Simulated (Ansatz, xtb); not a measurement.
# CH2FS−: where a starting geometry ends

The starting geometry of this gas-phase singlet has its atoms placed at random.

```yaml
atoms:
  - { symbol: C, position_ang: [-0.4220, -1.3306, -1.3043] }
  - { symbol: F, position_ang: [1.0936, -1.7179, -0.2355] }
  - { symbol: S, position_ang: [-0.8371, 0.9194, -1.4074] }
  - { symbol: H, position_ang: [0.8628, 0.3382, -1.2167] }
  - { symbol: H, position_ang: [-0.8083, 0.4682, -0.2944] }
```

Question: One run relaxed it with r2SCAN-D4/def2-SVPD. What is a likely outcome?

Answer: It ends as `F[CH-]S`. Distances that change by over a tenth: S3–H5 (1.20 → 1.36 Å). Contacts that close: C1–F2 (1.89 → 1.49 Å), C1–S3 (2.29 → 1.84 Å), C1–H4 (2.11 → 1.12 Å).

The energy falls by 6.67 eV over 16 steps:

```
step  E − E(last) (eV)
   1             6.671
   3             3.985
   4             2.699
   6             1.429
   8             0.962
   9             0.758
  11             0.284
  13             0.017
  14             0.001
  16             0.000
```

Final geometry (Å):

```xyz
5

C     0.0687   -0.8597   -1.2439
F     1.0342   -1.3231   -0.2056
S    -0.3941    0.8576   -0.7641
H     0.7761   -0.6127   -2.0729
H    -1.5957    0.6152   -0.1718
```

From the same start GFN2-xTB reaches the same bonding as this run.

From so rough a start the end depends on the optimiser's path, so another program may land elsewhere. No frequencies were run, so the end isn't proven a minimum. Run with Ansatz 0.2.0, 23 s on 2 threads of Arm Neoverse V1 (shared host).
